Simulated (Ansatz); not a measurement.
# C₂H₆B radical: how energies converge with the basis set

How large a basis does C₂H₆B radical need? Two functionals and correlated methods are run in growing sets.

Program: Ansatz 0.2.0, Gaussian basis. Level of theory: one geometry, several basis sets. These are calculated values, not measurements.

Plan: PBE0-D4/def2-SVP; ωB97M-V/def2-SVP; PBE0-D4/def2-QZVPP; ωB97M-V/def2-QZVPP; CCSD(T)/cc-pV(D+d)Z; CCSD(T)/cc-pV(T+d)Z; CCSD(T)/cc-pV(Q+d)Z; the functionals' def2-TZVPP values are taken from earlier runs.

**1. The geometry**

All runs share one geometry, relaxed beforehand with PBE0-D4 in a triple-zeta def2 set.

SMILES `C[B]C`, 9 atoms, charge 0, spin multiplicity 2.

Atoms are counted from 1 here; the program's logs count them from 0.

Bond lengths: C1–B2 1.545 Å, C1–H4 1.098 Å, C1–H5 1.092 Å, C1–H6 1.101 Å, B2–C3 1.545 Å, C3–H7 1.098 Å, C3–H8 1.092 Å, C3–H9 1.101 Å. Angles: B2–C1–H4 113.9°, B2–C1–H5 114.6°, B2–C1–H6 105.5°, H4–C1–H5 109.4°, H4–C1–H6 106.7°, H5–C1–H6 106.0°, C1–B2–C3 129.9°, B2–C3–H7 114.1°, B2–C3–H8 114.3°, B2–C3–H9 105.7°, H7–C3–H8 109.4°, H7–C3–H9 106.9°, H8–C3–H9 105.8°.

**2. PBE0-D4 in def2-SVP**

Input file in.yaml:

```yaml
crystal:
  periodic: [false, false, false]
  atoms:
    - {symbol: C, position_ang: [-0.649319, 0.919397, -0.823262]}
    - {symbol: B, position_ang: [0.604101, 0.332183, -0.137647]}
    - {symbol: C, position_ang: [0.751439, -0.927520, 0.744459]}
    - {symbol: H, position_ang: [-1.398501, 0.166265, -1.099903]}
    - {symbol: H, position_ang: [-0.440505, 1.557318, -1.684112]}
    - {symbol: H, position_ang: [-1.119518, 1.570997, -0.070371]}
    - {symbol: H, position_ang: [0.009172, -1.709418, 0.537921]}
    - {symbol: H, position_ang: [1.751432, -1.366003, 0.737807]}
    - {symbol: H, position_ang: [0.580199, -0.589418, 1.778008]}
basis:
  gaussian: {orbitals: def2-SVP}
magnetization: {spin_polarized: true, initial_magnetization: 1}
hamiltonian: {xc: pbe0, dispersion: d4}
output: {orbitals: {seedname: orbitals}}
```

Launch:

```console
$ ansatz run in.yaml --threads 2 --pin off --events-out ev --progress --plain --max-ram 32768MiB --backend cpu
```

Further steps of the session: ωB97M-V in def2-SVP; PBE0-D4 in def2-QZVPP; ωB97M-V in def2-QZVPP; CCSD(T) in cc-pV(D+d)Z; CCSD(T) in cc-pV(T+d)Z; CCSD(T) in cc-pV(Q+d)Z.

Before running them: what should the planned runs give, taken together? Wanted: MP2 correlation recovered, cc-pV(D+d)Z; MP2 correlation recovered, cc-pV(T+d)Z; MP2 correlation recovered, cc-pV(Q+d)Z; CCSD(T) limit from def2 sets; PBE0-D4: double and triple zeta above quadruple; ωB97M-V: double and triple zeta above quadruple.

As calculated:

| quantity | value |
| --- | --- |
| MP2 correlation recovered, cc-pV(D+d)Z | 73.4 % |
| MP2 correlation recovered, cc-pV(T+d)Z | 90.3 % |
| MP2 correlation recovered, cc-pV(Q+d)Z | 96.0 % |
| CCSD(T) limit from def2 sets (earlier runs) less the limit of this series | 5 meV |
| PBE0-D4: double and triple zeta above quadruple | 3.27, 0.17 eV |
| ωB97M-V: double and triple zeta above quadruple | 3.50, 0.17 eV |

**Reading.** For PBE0-D4 the step from double to triple zeta gains 3.10 eV and the next only 0.17 eV. Correlation climbs from 73 % (cc-pV(D+d)Z) to 96 % (cc-pV(Q+d)Z) of the limit; Hartree-Fock is 0.054 eV from its own by then. A limit from the def2 sets, made apart, differs by 5 meV, a least measure of the doubt on such a limit. These are total energies; as a rule much of such shifts cancels in differences, which this series doesn't test. The LUMO of ωB97M-V is positive and keeps falling with the basis (1.25 to 0.68 eV): an unbound level that the basis holds in place.
